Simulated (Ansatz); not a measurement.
# HNO2: the cost of one run

Method: the levels named in each step, in Ansatz 0.2.0.

## Step 1: The starting structure

Bond lengths: N1–O2 1.123 Å, O3–H4 0.961 Å.

Coordinates:

```xyz
4

N     1.1545    0.3534   -0.1040
O     0.1509    0.0537   -0.5095
O    -1.0478   -0.3286    0.5973
H    -1.8081   -0.5472    0.0525
```

## Step 2: A rough first relaxation, PBE-D4/def2-SVP

This run stands in another session on the same molecule. It ended at:

```xyz
4

N     1.2157    0.3714   -0.1400
O     0.1935    0.0684   -0.5329
O    -1.1348   -0.3555    0.6908
H    -1.8248   -0.5530    0.0184
```

## Step 3: Relaxation, HF/STO-3G

Input file input.yaml:

```yaml
crystal:
  periodic: [false, false, false]
  atoms:
    - { symbol: "N", position_ang: [1.21572935, 0.37137822, -0.14004472] }
    - { symbol: O, position_ang: [0.1934894, 0.06841518, -0.53293554] }
    - { symbol: O, position_ang: [-1.13483681, -0.35551861, 0.69080793] }
    - { symbol: H, position_ang: [-1.82480195, -0.55297478, 0.01837233] }
basis:
  gaussian: { orbitals: STO-3G }
hamiltonian:
  xc: hf
relax:
  f_tol: 0.002
  max_steps: 150
```

Launch:

```sh
> ansatz run input.yaml --threads 2 --pin off --max-ram 5120MiB --backend cpu --events-out ev --progress --plain --runs-dir out
```

What time and memory should one allow on 2 threads of Intel Xeon Platinum 8488C (Sapphire Rapids), shared host?

About 1.9 s, with a peak of 0.095 GiB.
